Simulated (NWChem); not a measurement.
System: S cation, quartet

Program: NWChem. Spin-unrestricted. No stability test was run on the SCF state.

**Question.** What does the run give for PBE0/aug-pcseg-1? Quantities: highest occupied level (eV); lowest empty minus highest occupied level, either spin (eV); <S²>.

**Answer.** 
```json
{
  "highest occupied level (eV)": "-19.49",
  "lowest empty minus highest occupied level, either spin (eV)": "6.14",
  "<S²>": "3.75"
}
```
